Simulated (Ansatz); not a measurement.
**Thallium, hcp: convergence with Methfessel-Paxton smearing**

Computed with Ansatz, r²SCAN, scalar-relativistic PAW, on the relaxed cell (a = 3.539 Å, c = 5.562 Å (c/a = 1.572); spin not included). Errors count from a run at 500 eV on a Γ-centred 17×17×9 mesh with Fermi-Dirac smearing of 0.1 eV, extrapolated to zero width. Fixed here: cutoff 500 eV, mesh 10×10×6. The SCF starts from atomic densities corrected by a trained network.

```json
{"width (eV)": "0.01", "E(σ→0) error (meV/atom)": "-0.3", "F error (meV/atom)": "-0.3", "P (GPa)": "-0.16", "SCF iterations": "6"}
{"width (eV)": "0.03", "E(σ→0) error (meV/atom)": "-0.3", "F error (meV/atom)": "-0.4", "P (GPa)": "-0.15", "SCF iterations": "7"}
{"width (eV)": "0.1", "E(σ→0) error (meV/atom)": "-0.8", "F error (meV/atom)": "-1.1", "P (GPa)": "-0.10", "SCF iterations": "7"}
{"width (eV)": "0.2", "E(σ→0) error (meV/atom)": "-1.8", "F error (meV/atom)": "-2.2", "P (GPa)": "-0.08", "SCF iterations": "7"}
{"width (eV)": "0.3", "E(σ→0) error (meV/atom)": "-2.5", "F error (meV/atom)": "-3.0", "P (GPa)": "-0.06", "SCF iterations": "7"}
{"width (eV)": "0.6", "E(σ→0) error (meV/atom)": "-4.4", "F error (meV/atom)": "-3.1", "P (GPa)": "-0.08", "SCF iterations": "7"}
{"width (eV)": "1.0", "E(σ→0) error (meV/atom)": "-0.6", "F error (meV/atom)": "1.9", "P (GPa)": "-0.09", "SCF iterations": "7"}
```
